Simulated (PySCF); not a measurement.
# B2H6: structure of the singlet

The task is one start of a wider search on B2H6: the singlet, from a doubly bridged start. It is relaxed, tested by its Hessian and followed downhill if it is a saddle.

Computed with PySCF 2.14.0. Level: PBE0, basis B def2-TZVP, H def2-TZVP, no relativity, density fitting.

**1. The starting structure**

8 atoms, charge 0, spin multiplicity 1.

Bond lengths: B1–B2 1.692 Å, B1–H3 1.240 Å, B1–H4 1.240 Å, B1–H5 1.164 Å, B1–H6 1.164 Å, B2–H3 1.240 Å, B2–H4 1.240 Å, B2–H7 1.164 Å, B2–H8 1.164 Å. Angles: B2–B1–H3 47.0°, B2–B1–H4 47.0°, B2–B1–H5 120.2°, B2–B1–H6 120.2°, H3–B1–H4 94.0°, H3–B1–H5 110.0°, H3–B1–H6 110.0°, H4–B1–H5 110.0°, H4–B1–H6 110.0°, H5–B1–H6 119.7°, B1–B2–H3 47.0°, B1–B2–H4 47.0°, B1–B2–H7 120.2°, B1–B2–H8 120.2°, H3–B2–H4 94.0°, H3–B2–H7 110.0°, H3–B2–H8 110.0°, H4–B2–H7 110.0° and more.

Z-matrix (Å, degrees; charge 0 multiplicity 1):
```
B
B  1 1.6916
H  1 1.2402 2 47.00
H  1 1.2402 2 47.00 3 180.00
H  1 1.1639 2 120.17 3 90.00
H  1 1.1639 2 120.17 3 -90.00
H  2 1.1639 1 120.17 3 -90.00
H  2 1.1639 1 120.17 3 90.00
```

**2. Finding the electronic state**

One driver script runs all steps and calls PySCF; scf.py shows how it sets up the SCF of each step. The optimiser is the driver's own. After this first run the driver tries any further starts and a stability analysis.

Input file scf.py:

```python
from pyscf import gto, scf, dft
mol = gto.M(atom='''
B      0.845800     0.000000     0.000000
B     -0.845800     0.000000     0.000000
H      0.000000     0.907000     0.000000
H      0.000000    -0.907000     0.000000
H      1.430800     0.000000     1.006200
H      1.430800     0.000000    -1.006200
H     -1.430800     0.000000     1.006200
H     -1.430800     0.000000    -1.006200''',
    basis={'B': 'def2-TZVP', 'H': 'def2-TZVP'},
    charge=0, spin=0)
mf = dft.RKS(mol, xc='PBE0')
mf.grids.atom_grid = (50, 194)
aux = {'B': 'def2-universal-JKFIT', 'H': 'def2-universal-JKFIT'}
mf = mf.density_fit(auxbasis=aux)
mf.conv_tol = 1e-08
mf.diis_space = 10
mf.max_cycle = 60
mf.init_guess = 'minao'
mf.verbose = 4
mf.kernel()
```

Started as:

```console
> OMP_NUM_THREADS=4 python axn.py task.json out
```

The log of the run:

```text
init E= -53.2507740842782
  HOMO = -0.373510277225288  LUMO = -0.0991458053633814  gap/eV = 7.46584
cycle= 1 E= -53.1895420164642  delta_E= 0.0612  |g|= 0.194  |ddm|= 1.69
  HOMO = -0.309732823817237  LUMO = -0.0055059727721094  gap/eV = 8.27843
cycle= 2 E= -53.1980148023749  delta_E= -0.00847  |g|= 0.122  |ddm|= 0.288
  HOMO = -0.33707561592465  LUMO = -0.031617604110135  gap/eV = 8.31194
cycle= 3 E= -53.2026536077979  delta_E= -0.00464  |g|= 0.0148  |ddm|= 0.105
  HOMO = -0.337496127408309  LUMO = -0.0295041584390212  gap/eV = 8.38089
cycle= 4 E= -53.2027231938635  delta_E= -6.96e-05  |g|= 0.00273  |ddm|= 0.0182
  HOMO = -0.337369574338291  LUMO = -0.0296322072613151  gap/eV = 8.37396
cycle= 5 E= -53.2027256018642  delta_E= -2.41e-06  |g|= 0.000208  |ddm|= 0.00252
  HOMO = -0.337345890986398  LUMO = -0.0296295181540476  gap/eV = 8.37339
cycle= 6 E= -53.2027256133075  delta_E= -1.14e-08  |g|= 1.2e-05  |ddm|= 0.00028
  HOMO = -0.337345136675259  LUMO = -0.02962580469333  gap/eV = 8.37347
cycle= 7 E= -53.2027256133617  delta_E= -5.43e-11  |g|= 9.45e-07  |ddm|= 1.49e-05
  HOMO = -0.33734542226777  LUMO = -0.0296261561256586  gap/eV = 8.37347
Extra cycle  E= -53.2027256133623  delta_E= -5.97e-13  |g|= 5.15e-07  |ddm|= 1.99e-06
converged SCF energy = -53.2027256133623
```

This step, with its further starts and checks, needed 2.8 s of wall time on 4 threads of Arm Neoverse V1, shared host.

No lower closed-shell solution turned up in the test of internal stability.

**3. Relaxation: doubly bridged start, singlet**

The program finds D2h symmetry in the start, which this walk keeps. The walk stops when the largest gradient is under 0.0003 Eh/bohr and the energy has settled too.

Changes to scf.py since step 2:

```diff
@@ -20 +19,0 @@
-mf.init_guess = 'minao'
```

Energy and gradient, step by step:

```tsv
step	energy (Eh)	change (kJ/mol)	largest symmetric gradient (Eh/bohr)
0	-53.202726	0.00	0.03321
1	-53.208499	-15.16	0.01430
2	-53.209966	-19.01	0.00639
3	-53.210057	-19.25	0.00261
4	-53.210071	-19.29	0.00060
5	-53.210073	-19.29	0.00014
```

The walk took 7 s.

It settles in D2h symmetry, 19.3 kJ/mol below the start, after 5 steps: B–B 1.747 Å, B–H 1.191 Å (×4), B–H 1.315 Å (×4); B–B–H 48.4° (×4), B–B–H 119.2° (×4), B–H–B 83.3° (×2), H–B–H 96.7° (×2), H–B–H 108.9° (×8), H–B–H 121.6° (×2).

**4. Is it a minimum? Harmonic modes**

On the finer grid the gradient is checked again; gradients at displacements of ±0.02 bohr then give force constants and infrared intensities.

Changes to scf.py since step 3:

```diff
@@ -3,8 +3,8 @@
-B      0.845800     0.000000     0.000000
-B     -0.845800     0.000000     0.000000
-H      0.000000     0.907000     0.000000
-H      0.000000    -0.907000     0.000000
-H      1.430800     0.000000     1.006200
-H      1.430800     0.000000    -1.006200
-H     -1.430800     0.000000     1.006200
-H     -1.430800     0.000000    -1.006200''',
+B      0.873601     0.000000     0.000000
+B     -0.873601     0.000000     0.000000
+H      0.000000     0.982093     0.000000
+H      0.000000    -0.982093     0.000000
+H      1.453486     0.000000     1.040043
+H      1.453486     0.000000    -1.040043
+H     -1.453486     0.000000     1.040043
+H     -1.453486     0.000000    -1.040043''',
@@ -14 +14 @@
-mf.grids.atom_grid = (50, 194)
+mf.grids.atom_grid = (75, 302)
@@ -17 +17 @@
-mf.conv_tol = 1e-08
+mf.conv_tol = 1e-10
```

This SCF starts from the last density.

Log of the central SCF (cycles and frontier levels):

```text
init E= -53.2100981767742
  HOMO = -0.338690104501612  LUMO = -0.0349436339846552  gap/eV = 8.26536
cycle= 1 E= -53.2100981767757  delta_E= -1.48e-12  |g|= 2.32e-06  |ddm|= 4.22e-06
  HOMO = -0.338689495458071  LUMO = -0.0349428559159719  gap/eV = 8.26537
Extra cycle  E= -53.2100981767761  delta_E= -3.69e-13  |g|= 1.87e-06  |ddm|= 3.35e-06
converged SCF energy = -53.2100981767761
```

The whole step took 40 s.

Geometry: D2h; B–B 1.747 Å, B–H 1.191 Å (×4), B–H 1.314 Å (×4); B–B–H 48.3° (×4), B–B–H 119.1° (×4), B–H–B 83.3° (×2), H–B–H 96.7° (×2), H–B–H 108.9° (×8), H–B–H 121.7° (×2).

Harmonic modes (main isotopes):

| symmetry | ω (cm⁻¹) | IR (km/mol) |
| --- | --- | --- |
| b2u | 334 | 17.8 |
| ag | 821 | 0.0 |
| au | 848 | 0.0 |
| b2g | 899 | 0.0 |
| b2u | 910 | 0.0 |
| b3g | 929 | 0.0 |
| b3u | 979 | 21.3 |
| b1g | 991 | 0.0 |
| b1u | 1181 | 61.9 |
| ag | 1190 | 0.0 |
| b1u | 1724 | 404 |
| b2g | 1896 | 0.0 |
| b3u | 2041 | 3.9 |
| ag | 2193 | 0.0 |
| b1u | 2606 | 139 |
| ag | 2620 | 0.0 |
| b3g | 2697 | 0.0 |
| b2u | 2713 | 157 |

All wavenumbers are real: a minimum.

Constants and moments:

```
Dipole moment                                                   : 0.00 D
Highest occupied level                                          : -9.22 eV
Lowest empty level                                              : -0.95 eV
Rotational constants                                            : 2.674, 0.6183, 0.568 cm⁻¹
Zero-point energy                                               : 164.9 kJ/mol
Principal polarisabilities                                      : 26.0, 31.6, 39.2 bohr³
Atomisation energy without zero-point energy                    : 2539 kJ/mol
Principal traceless quadrupole moments about the centre of mass : -2.52, -1.06, 3.57 D Å
Entropy at 298.15 K and 1 bar                                   : 232.5 J/(mol K)
Heat capacity Cp at 298.15 K                                    : 56.4 J/(mol K)
Enthalpy at 298.15 K above 0 K                                  : 11.99 kJ/mol
Rotational symmetry number                                      : 4
```

Charges (e) and bond orders:

```json
{"atom": "B1", "Mulliken": "-0.23", "Löwdin": "-0.41", "polar tensor": "0.41", "Mayer order to B1": "–"}
{"atom": "B2", "Mulliken": "-0.23", "Löwdin": "-0.41", "polar tensor": "0.41", "Mayer order to B1": "0.65"}
{"atom": "H3,4", "Mulliken": "0.17", "Löwdin": "0.26", "polar tensor": "-0.13", "Mayer order to B1": "0.47"}
{"atom": "H5,6", "Mulliken": "0.03", "Löwdin": "0.08", "polar tensor": "-0.14", "Mayer order to B1": "0.99"}
{"atom": "H7,8", "Mulliken": "0.03", "Löwdin": "0.08", "polar tensor": "-0.14", "Mayer order to B1": "0.00"}
```

Mulliken populations on B1: s 3.11, p 2.04, d 0.07, f 0.01.

**5. Outcome**

```
                                 quantity                                                                                                                                                                                                      value
                                  minimum                                                                                                                                                                                               singlet, D2h
                                 geometry                                             B–B 1.747 Å, B–H 1.191 Å (×4), B–H 1.314 Å (×4); B–B–H 48.3° (×4), B–B–H 119.1° (×4), B–H–B 83.3° (×2), H–B–H 96.7° (×2), H–B–H 108.9° (×8), H–B–H 121.7° (×2)
                       wavenumbers (cm⁻¹)  334 (b2u), 821 (ag), 848 (au), 899 (b2g), 910 (b2u), 929 (b3g), 979 (b3u), 991 (b1g), 1181 (b1u), 1190 (ag), 1724 (b1u), 1896 (b2g), 2041 (b3u), 2193 (ag), 2606 (b1u), 2620 (ag), 2697 (b3g), 2713 (b2u)
                            dipole moment                                                                                                                                                                                                     0.00 D
     highest occupied, lowest empty level                                                                                                                                                                                            -9.22, -0.95 eV
                polar-tensor charge of B1                                                                                                                                                                                                    +0.41 e
                        zero-point energy                                                                                                                                                                                               164.9 kJ/mol
                      entropy at 298.15 K                                                                                                                                                                                            232.5 J/(mol K)
atomisation energy (no zero-point energy)                                                                                                                                                                                                2539 kJ/mol
```

What this shows: The molecule stays D2h, as typed, and the end point is a minimum. In the infrared the band at 1724 cm⁻¹ (b1u) leads. B1 has a polar-tensor charge of +0.4 e (a dipole derivative, not a static charge), yet symmetry cancels the bond dipoles. Only this shape and spin were tried, so other structures or states may lie lower.

The search up to here took 50 s.
